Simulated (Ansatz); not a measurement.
Chlorine (Cl2 molecule): adding exact exchange

Ansatz, plane waves with scalar-relativistic PAW, all at the BLYP geometry (bond 2.038 Å) on a 1×1×1 mesh, smearing 0.01 eV.

```tsv
functional	HOMO-LUMO gap (eV)	rough cost against BLYP
BLYP	2.73	1×
B3LYP	4.71	4×
```

The molecule lies in a periodic box of 12 × 12.3 × 12.6 Å.
